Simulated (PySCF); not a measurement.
A structure optimised at r2SCAN-D4/def2-TZVPD, used in a PySCF frequency run:

```
F
F 1 1.3983
```

Question: Write its SMILES, formula and point group.

Answer: FF, F2, D∞h

Question: What are its rotational constants (standard atomic weights)?

Answer: 27.211 GHz (linear rotor, B only)
